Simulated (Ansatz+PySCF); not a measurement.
The numbers below are computed, except where a source is named.
Input for Ansatz (development build ahead of 0.2.0):

```yaml
crystal:
  periodic: [false, false, false]
  atoms:
    - { symbol: B, position_ang: [0.0, 0.0, -0.90489] }
    - { symbol: B, position_ang: [0.0, 0.0, 0.90489] }
basis:
  gaussian: { orbitals: "6-31G" }
magnetization:
  spin_polarized: true
  initial_magnetization: 2
hamiltonian:
  xc: pbe0
scf:
  omitted_lower_state_checks: [stability, starts, atomic_configurations, cluster_reference, orbital_swaps, given_window_search, neighbouring_geometries, increment]
```

The input is written out in the form of the current development build from the run's settings.

The run gave:

```
Converged                                                          : yes
Total energy                                                       : -49.31012 hartree
Spin squared of the determinant                                    : 2.005
Occupied orbitals by symmetry in an Abelian subgroup (alpha; beta) : 2 Ag 2 B1u 1 B2u 1 B3u; 2 Ag 2 B1u
```

This is not the lowest solution: another run reaches a determinant 0.14 eV lower.
